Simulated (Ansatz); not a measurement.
We consider B20 (FeSi-type) FeSi, described by BLYP (Ansatz, a first-principles code, PAW).

Settings: plane-wave cutoff 520 eV, 8×8×8 k mesh, Fermi–Dirac smearing 0.01 eV, no spin polarisation, scalar-relativistic PAW data made under PBE.

Cell (relaxed at this level):

```
FeSi
1.0
    4.52043     0.00000     0.00000
    0.00000     4.52043     0.00000
    0.00000     0.00000     4.52043
Fe Si
4 4
Cartesian
  3.92890   2.85174   1.66868
  1.66868   3.92890   2.85174
  0.59153   0.59153   0.59153
  2.85174   1.66868   3.92890
  0.73139   1.52882   2.99160
  2.99160   0.73139   1.52882
  3.78904   3.78904   3.78904
  1.52882   2.99160   0.73139
```

Question: Predict the bulk modulus, band gap, smallest direct gap on the k points sampled and direct gap at Γ.

Answer: 
- bulk modulus = 172 GPa
- band gap = 0.19 eV (indirect)
- smallest direct gap on the k points sampled = 0.22 eV
- direct gap at Γ = 0.71 eV

Measured, for comparison: band gap 0.05 eV (temperature not stated, no zero-point or thermal correction, indirect, transport; lower end of the printed range; as tabulated in Tomczak (2018), arXiv:1802.07220); bulk modulus 178 GPa (room temperature, no zero-point or thermal correction, our sources range from 169 to 185; as tabulated in Study of the compressibility of FeSi, MnSi, and CoS2 (JETP Letters), abstract). Computed (rounded) less measured: bulk modulus -3 % (inside the range of the sources held).

Note: the bulk modulus comes from volumes at which shape and atoms were relaxed.

Computing time: about 9 core-minutes (a rough figure).
